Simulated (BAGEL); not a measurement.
# NEVPT2(7,7)/aug-cc-pVTZ (density fitting with qzvpp-jkfit) run of [AlH3]− (SMILES [AlH3-])

What is the energy change on altering one bond length of [AlH3]− at NEVPT2(7,7)/aug-cc-pVTZ (density fitting with qzvpp-jkfit)? 

The results are computed with BAGEL 1.2.2.

3 further runs of the same task are left out: 3 that didn't finish. Runs told in other sessions of the task aren't counted.

## (1) The structure to begin with

The species is [AlH3]− (4 atoms), meant as a doublet with charge -1. SMILES: `[AlH3-]`. The shape comes from GFN2-xTB, which is rough for such elements, and wasn't checked as a minimum.

Bond lengths: Al1–H2 1.684 Å, Al1–H3 1.685 Å, Al1–H4 1.685 Å. Angles: H2–Al1–H3 101.1°, H2–Al1–H4 101.1°, H3–Al1–H4 101.1°.

## (2) A single-point energy at NEVPT2(7,7)/aug-cc-pVTZ (density fitting with qzvpp-jkfit)

Input file nevpt2.json:

```json
{ "bagel" : [

{
  "title" : "molecule",
  "basis" : "aug-cc-pvtz.json",
  "df_basis" : "qzvpp-jkfit",
  "angstrom" : true,
  "geometry" : [
    { "atom" : "Al", "xyz" : [      -0.161060,       0.455350,      -0.307260 ] },
    { "atom" : "H", "xyz" : [       0.471920,       0.754070,       1.224440 ] },
    { "atom" : "H", "xyz" : [      -1.350110,      -0.683860,       0.050500 ] },
    { "atom" : "H", "xyz" : [       1.039250,      -0.525560,      -0.967690 ] }
  ]
},

{ "title" : "hf" },

{ "title" : "casscf", "nstate" : 1, "nact" : 7, "nclosed" : 5, "charge" : -1, "nspin" : 1, "maxiter" : 200, "natocc" : true },

{
  "title" : "nevpt2",
  "nstate" : 1,
  "nact" : 7,
  "nclosed" : 5,
  "charge" : -1,
  "nspin" : 1,
  "maxiter" : 200,
  "natocc" : true,
  "ncore" : 5
},

{ "title" : "print", "file" : "orbitals.molden", "orbitals" : true }

]}
```

The basis set aug-cc-pVTZ is read from a file made from the Basis Set Exchange's data (not shown).

The run is started by

```bash
$ BAGEL_NUM_THREADS=1 BAGEL nevpt2.json > nevpt2.out
```

Log:

```text
* using 1 threads per process

  ===============================================================
  ===============================================================

  *** Geometry ***

  { "atom" : "Al", "xyz" : [     -0.304359,      0.860487,     -0.580637 ] },
  { "atom" : "H", "xyz" : [      0.891800,      1.424986,      2.313856 ] },
  { "atom" : "H", "xyz" : [     -2.551338,     -1.292308,      0.095431 ] },
  { "atom" : "H", "xyz" : [      1.963898,     -0.993164,     -1.828669 ] },

  Number of auxiliary basis functions:      182

  Since a DF basis is specified, we compute 2- and 3-index integrals:
    o Being stored without compression. Storage requirement is 0.021 GB

  Number of basis functions:      119
  Number of electrons      :       16

    * METHOD: MOLECULE                             0.05

  *** RHF ***

  === Nuclear Repulsion ===
    12.8604091249

[... 8 lines left out ...]
    * SCF iteration converged.
[... 1 line left out ...]
    * Permanent dipole moment:
[... 22 lines left out ...]
    * Second-order optimization converged. *
[... 1 line left out ...]
     guess   0:   closed 111....              open ...1...

  === FCI iteration ===

      0  0      -243.63125574     6.45e-03      0.00
      1  0      -243.67313429     1.46e-03      0.00
      2  0      -243.67437585     2.86e-04      0.00
[... 11 lines of this table left out ...]
     14  0 *    -243.67442821     4.11e-11      0.00

     * ci vector, state   0, <S^2> = 0.7500
       222a...    -0.9816540098
       2.2a..2    -0.0583716857
       22.a.2.    -0.0581531506

    * METHOD: CASSCF                               2.43

    * freezing 5 orbitals

  === DF-NEVPT2 calculation ===

    * 3-index integral transformation done
    * assembly done

      NEVPT2 correlation energy:   -0.0623567354      0.06

          (+0)      0.0000000000
          (+0)'     0.0000000000
          (+1)      0.0000000000
          (+1)'     0.0000000000
          (+2)      0.0000000000
          (-1)      0.0000000000
          (-1)'    -0.0115856806
          (-2)     -0.0507710548

      NEVPT2 total energy:       -243.7367849450

    * METHOD: NEVPT2                               1.37

    * METHOD: PRINT                                0.01

  ===============================================================
```

It took 4.5 s on 1 thread of Intel Xeon 6975P-C (Granite Rapids), shared host; peak memory 0.21 GiB.

## (3) The distorted shape at the same level

Input file calc.json:

```json
{ "bagel": [

{
  "title": "molecule",
  "basis": "aug-cc-pvtz.json",
  "df_basis": "qzvpp-jkfit",
  "angstrom": true,
  "geometry": [
    { "atom": "Al", "xyz": [    0.195685,    0.797142,   -0.414597 ] },
    { "atom": "H", "xyz": [    0.828665,    1.095862,    1.117103 ] },
    { "atom": "H", "xyz": [   -1.350110,   -0.683860,    0.050500 ] },
    { "atom": "H", "xyz": [    1.395995,   -0.183768,   -1.075027 ] }
  ]
},
{ "title": "hf" },
{ "title": "casscf", "nstate": 1, "nact": 7, "nclosed": 5, "charge": -1, "nspin": 1, "maxiter": 200, "natocc": true },
{
  "title": "nevpt2",
  "nstate": 1,
  "nact": 7,
  "nclosed": 5,
  "charge": -1,
  "nspin": 1,
  "maxiter": 200,
  "natocc": true,
  "ncore": 5
},
{ "title": "print", "file": "orbitals.molden", "orbitals": true }

]}
```

The basis set aug-cc-pVTZ is read from a file made from the Basis Set Exchange's data (not shown).

The run is started by

```bash
$ BAGEL_NUM_THREADS=1 BAGEL calc.json > calc.out
```

Log:

```text
* using 1 threads per process

  ===============================================================
  ===============================================================

  *** Geometry ***

  { "atom" : "Al", "xyz" : [      0.369791,      1.506380,     -0.783475 ] },
  { "atom" : "H", "xyz" : [      1.565950,      2.070879,      2.111019 ] },
  { "atom" : "H", "xyz" : [     -2.551338,     -1.292308,      0.095431 ] },
  { "atom" : "H", "xyz" : [      2.638048,     -0.347271,     -2.031507 ] },

  Number of auxiliary basis functions:      182

  Since a DF basis is specified, we compute 2- and 3-index integrals:
    o Being stored without compression. Storage requirement is 0.021 GB

  Number of basis functions:      119
  Number of electrons      :       16

    * METHOD: MOLECULE                             0.05

  *** RHF ***

  === Nuclear Repulsion ===
    11.8631578176

[... 8 lines left out ...]
    * SCF iteration converged.
[... 1 line left out ...]
    * Permanent dipole moment:
[... 22 lines left out ...]
    * Second-order optimization converged. *
[... 3 lines left out ...]
  === FCI iteration ===

      0  0      -243.60427817     6.40e-03      0.00
      1  0      -243.65176196     1.67e-03      0.00
      2  0      -243.65369004     3.52e-04      0.00
[... 12 lines of this table left out ...]
     15  0 *    -243.65378562     3.33e-11      0.00

     * ci vector, state   0, <S^2> = 0.7500
       222a...    -0.9746322835
       22.a2..    -0.1401126193
       2.2a..2    -0.0574343832
       2.2a.2.    -0.0557791478
       22.2a..    -0.0542332841

    * METHOD: CASSCF                               2.82

    * freezing 5 orbitals

  === DF-NEVPT2 calculation ===

    * 3-index integral transformation done
    * assembly done

      NEVPT2 correlation energy:   -0.0591974277      0.05

          (+0)      0.0000000000
          (+0)'     0.0000000000
          (+1)      0.0000000000
          (+1)'     0.0000000000
          (+2)      0.0000000000
          (-1)      0.0000000000
          (-1)'    -0.0116608601
          (-2)     -0.0475365676

      NEVPT2 total energy:       -243.7129830513

    * METHOD: NEVPT2                               1.14

    * METHOD: PRINT                                0.04

  ===============================================================
```

It took 4.5 s on 1 thread of Intel Xeon 6975P-C (Granite Rapids), shared host; peak memory 0.22 GiB.

## (4) Summary of results

At NEVPT2(7,7)/aug-cc-pVTZ (density fitting with qzvpp-jkfit), 5 core orbitals frozen:

```
                                                          quantity          value
                                         first shape: total energy  -243.73678 Eh
                                     distorted shape: total energy  -243.71298 Eh
energy change with the Al1–H3 bond stretched from 1.685 to 2.191 Å       0.648 eV
```

**Reading.** With the Al1–H3 bond stretched from 1.685 to 2.191 Å the energy rises by 0.65 eV (62.5 kJ/mol). The first shape isn't relaxed at this level, so the change isn't measured from a minimum.
